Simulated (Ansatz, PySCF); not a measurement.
Wanted: the gas-phase enthalpy of formation of O=CC=O at 298 K. Reaction (SMILES): O=CC=O + 2 C (CH4) -> 2 C=O (CH2O) + CC (C2H6) [ethane]; bond separation energy.

Each molecule is optimised on its own at B3LYP-D3(BJ)/def2-TZVP (Ansatz, an electronic-structure program), one conformer each, not searched for the lowest. Correlated levels leave the core frozen unless marked. Open shells are spin-unrestricted. Spin-orbit coupling is left out. No relativistic terms. CBS(X,Y): correlation extrapolated as X^-3; Hartree-Fock from the larger set. The bracket is a focal-point correction in the basis named. Unstable Hartree-Fock reference: O=CC=O. Thermal terms are rigid-rotor harmonic-oscillator values from B3LYP-D3(BJ) frequencies (PySCF) at 298.15 K and 1 atm. 1 Eh = 627.5095 kcal/mol. PBE is always shown; the other two functionals were drawn at random. The atomisation route leaves out scalar relativity and anharmonic zero-point terms, the atoms' spin-orbit terms, and in the frozen-core level the core correlation. Atomic data: G2/97 table in ASE.

Tabulated enthalpies of formation of the partners: C (CH4) -17.8 kcal/mol, ATcT 1.112; C=O (CH2O) -26.1 kcal/mol, ATcT 1.112; CC (C2H6) -20.0 kcal/mol, ATcT 1.112.

| level | computed ΔH of the reaction (kcal/mol) | ΔHf by atomisation and measured atoms (kcal/mol) |
|---|---|---|
| PBE/def2-TZVPD (Ansatz) | 14.9 | -79.4 |
| wB97M-V/def2-TZVPD (Ansatz) | 13.9 | -51.9 |
| wB97X-V/def2-TZVPD (Ansatz) | 13.7 | -50.6 |
| RI-MP2/CBS(cc-pVTZ,cc-pVQZ)+[CCSD(T)-MP2]/cc-pVTZ (Ansatz) | 13.8 | -50.3 |

Problem. Derive ΔHf from the reaction at each level, and compare how far the levels part by the two routes.

Solution. 
The partners sum to -36.6 kcal/mol (products minus other reactants), so ΔHf = (-36.6 - ΔH):
- PBE/def2-TZVPD: -51.5; errors -0.7 by the reaction, -28.6 by atomisation
- wB97M-V/def2-TZVPD: -50.5; errors +0.3 by the reaction, -1.1 by atomisation
- wB97X-V/def2-TZVPD: -50.3; errors +0.5 by the reaction, +0.2 by atomisation
- RI-MP2/CBS(cc-pVTZ,cc-pVQZ)+[CCSD(T)-MP2]/cc-pVTZ: -50.4; errors +0.4 by the reaction, +0.5 by atomisation
All levels span 1.2 kcal/mol by the reaction and 29.1 by atomisation; without PBE they span 0.2 and 1.6. The errors are against the measured -50.8 kcal/mol (ATcT 1.112).
